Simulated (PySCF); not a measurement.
Work out the structure from these simulated measurements.

Formula: C2H5B.

- Rotational structure: rotational constants A, B, C: 47.959, 10.111, 8.351 GHz [PBE0-D3(BJ)/def2-SVP]
- 13C NMR: chemical shifts (computed TMS as zero) by class: 169.2 (1 C), 157.2 (1 C) ppm [GIAO PBE/pcSseg-2]
- 1H NMR: chemical shifts (computed TMS as zero) by class: 7.67 (1 H), 7.25 (1 H), 6.92 (2 H), 6.87 (1 H) ppm [GIAO PBE/pcSseg-2]
- Valence photoelectron: vertical ionisation energy: 10.88 eV [ΔSCF CAM-B3LYP/def2-SVPD]
- Polarisability: 41.8 au [CAM-B3LYP/def2-SVPD]
- UV, strongest line: among the 10 lowest singlet transitions: S3 at 6.01 eV (206 nm, f = 0.304) [TDDFT CAM-B3LYP/def2-SVPD]
- Triplet: lowest triplet excitation (Tamm–Dancoff): 3.56 eV [TDA CAM-B3LYP/def2-SVPD]

The electronic properties come from PySCF, for the isolated species, density fitting. Levels stand in brackets. Isolated species at its PBE0-D3(BJ)/def2-SVP geometry, gas phase. Each NMR value is the plain mean over a class of atoms that symmetry, rotation or inversion makes alike.

Question: Propose a structure and show how it fits.

Answer: Numbering: `[BH2:1][CH:2]=[CH2:3]`. 2 carbons fall into 2 classes; from least to most shielded: terminal =CH2 carbon [C3] (169.2 ppm), alkene CH carbon [C2] (157.2 ppm). Hydrogen classes from least to most shielded: 1 H on an alkene CH carbon, C2 (7.67 ppm), 1 H on a terminal =CH2 carbon, C3 (7.25 ppm), 2 H on a three-coordinate boron, B1 (6.92 ppm), 1 H on a terminal =CH2 carbon, C3 (6.87 ppm). The first electron is taken from the HOMO, whose largest Löwdin shares are 0.41 on the alkene CH carbon, 0.37 on the terminal =CH2 carbon and 0.10 on the three-coordinate boron. The optimised geometry has point group Cs and is an asymmetric top. Structure: `BC=C` (C2H5B). The assignments are read from this structure; whether some other isomer fits the data as well wasn't checked.
